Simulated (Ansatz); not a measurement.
Run this with Ansatz's Python interface and show what comes out.

The script, `fo.py`:
```python
import ansatz

GEOMETRY = """
O     0.00000    0.00000    0.00000
F     0.00000    0.00000    1.31500
"""


def main() -> None:
    fo = ansatz.Crystal.molecule()
    for line in GEOMETRY.strip().splitlines():
        symbol, *xyz = line.split()
        fo = fo.atom(symbol, [float(v) for v in xyz])

    setup = fo.calculation().basis(gaussian="def2-SVP").charge(-1)

    methods = ["mp2", "ccsd", "ccsd_t", "ccsdt_q"]
    batch = ansatz.Session.batch([setup.correlation(m).input() for m in methods])
    reports = sorted(batch.plan().execute().molecular_reports, key=lambda each: each["member"])
    print(f"Hartree-Fock reference {reports[0]['reference_energy_ev'] / 27.211386246:.6f} Ha")
    best = reports[-1]["free_energy_ev"] - reports[-1]["reference_energy_ev"]
    for method, each in zip(methods, reports):
        gained = each["free_energy_ev"] - each["reference_energy_ev"]
        print(f"{method:8s} total {each['free_energy_ev'] / 27.211386246:.6f} Ha  correlation {gained:9.4f} eV  ({100 * gained / best:.1f} % of the last)")


if __name__ == "__main__":
    main()
```

Running `python fo.py` prints:
```text
Hartree-Fock reference -173.968511 Ha
mp2      total -174.328060 Ha  correlation   -9.7838 eV  (95.4 % of the last)
ccsd     total -174.338475 Ha  correlation  -10.0672 eV  (98.2 % of the last)
ccsd_t   total -174.344203 Ha  correlation  -10.2231 eV  (99.7 % of the last)
ccsdt_q  total -174.345409 Ha  correlation  -10.2559 eV  (100.0 % of the last)
```

Total energies depend on the basis set; only differences at equal settings carry meaning. The geometry is a force-field or estimated start, not a minimum of this method, and the basis set is short of its limit. A lower total doesn't mark the better method: functionals have no common bound, and MP2 and coupled cluster aren't variational. Inner cores stay frozen, so this is valence correlation. The spin state was assumed, and another may lie lower. Anions want diffuse functions, which this basis lacks.
